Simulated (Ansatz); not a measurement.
**2H MoTe2**

Level of theory: LDA (Ansatz, an electronic-structure program, PAW).

Numerical settings: plane-wave cutoff 520 eV, 12×12×4 k mesh (along the axes of the cell as run), no spin polarisation, scalar-relativistic PAW data made under PBE.

Cell (relaxed at this level):

MoTe$_{2}$ has the hexagonal space group P6₃/mmc (No. 194), Pearson symbol hP6. Conventional cell: a = b = 3.473 Å, c = 13.772 Å, α = β = 90.00°, γ = 120.00°. Te on 4f has 3 Mo at 2.692 Å (trigonal pyramidal). Mo on 2c is surrounded by 6 Te at 2.692 Å (trigonal prismatic). (Neighbours: up to the widest gap in distance over summed covalent radii, below 1.35, at either atom; cation-cation and far metal-metal contacts left out.)

```yaml
elastic constant C11: 140 GPa
elastic constant C12: 33.5 GPa
elastic constant C13: 14.3 GPa
elastic constant C33: 51.9 GPa
elastic constant C44: 26.0 GPa
elastic constant C66: 53.4 GPa
Voigt–Reuss–Hill bulk modulus: 44.9 GPa
Voigt–Reuss–Hill shear modulus (Hill average): 36.3 GPa
young_modulus: 85.7 GPa
poisson_ratio: 0.182
```

Elastic constants are with the ions relaxed.

Spin–orbit coupling is not included.

The computed numbers hold no vibrational or temperature effects.
